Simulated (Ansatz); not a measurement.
We consider litharge PbO, described by PBEsol in Ansatz (PAW).

Run with plane-wave cutoff 500 eV, 8×8×6 k mesh (along the axes of the cell as run), gaussian smearing 0.02 eV, scalar-relativistic PAW data made under PBE.

Cell (relaxed at this level):

```cif
data_O2Pb2
_chemical_formula_sum 'Pb2 O2'
_space_group_name_H-M_alt 'P 1'
_space_group_IT_number 1
_cell_length_a 3.98741
_cell_length_b 3.98741
_cell_length_c 5.08774
_cell_angle_alpha 90.000
_cell_angle_beta 90.000
_cell_angle_gamma 90.000
loop_
_space_group_symop_operation_xyz
  'x, y, z'
loop_
_atom_site_label
_atom_site_type_symbol
_atom_site_fract_x
_atom_site_fract_y
_atom_site_fract_z
_atom_site_occupancy
Pb1 Pb 0.00000 0.50000 0.23285 1
Pb2 Pb 0.50000 0.00000 0.76715 1
O1 O 0.00000 0.00000 0.00000 1
O2 O 0.50000 0.50000 0.00000 1
```

Problem. Give the computed band gap.

Solution. 
band gap: 1.24 eV (on the SCF k mesh)

Note: the cell comes from a level without a dispersion term, which matters for the spacing of layers, chains or molecules; the cell has widely spaced layers and the level no dispersion term, so their spacing and the moduli can rest on weak binding.

Spin–orbit coupling is not included; with these elements it can move the gap by several tenths of an eV or more.

Computed values are for the static lattice.

Computing time: about 100 core-seconds (a rough figure).

Ansatz is a quantum-chemistry and plane-wave program.
